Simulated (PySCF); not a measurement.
## Working out the electron affinity of O

O- [He] 2s2 2p5 (2P) → O [He] 2s2 2p4 (3P). All numbers are calculated (PySCF 2.14, the non-relativistic Hamiltonian (point nucleus), in aug-cc-pwCVTZ (7s6p4d2f, 59 functions)). Frozen: 1s2. Energies in hartree (1 hartree = 27.21139 eV):

| part | O- (lower) | O (upper) |
| --- | --- | --- |
| UHF | -74.792314 | -74.813062 |
| CCSD correlation | -0.231264 | -0.166950 |
| (T) | -0.009181 | -0.003647 |

Question: What does Hartree-Fock give?

Answer: (-74.813062) − (-74.792314) = -0.020748 hartree = -0.565 eV.

Question: What do CCSD and CCSD(T) give?

Answer: The CCSD correlation energies differ by 0.064314 hartree = 1.750 eV and the triples by 0.005534 hartree = 0.151 eV, so CCSD gives 1.185 eV and CCSD(T) 1.336 eV.

A first-order spin-orbit estimate adds -0.001 eV to CCSD(T) (valence), giving 1.335 eV against 1.461 eV (measured; photodetachment measurements, as compiled on the Wikipedia data page of electron affinities).

What remains against the reference includes basis incompleteness, the frozen core and higher excitations.
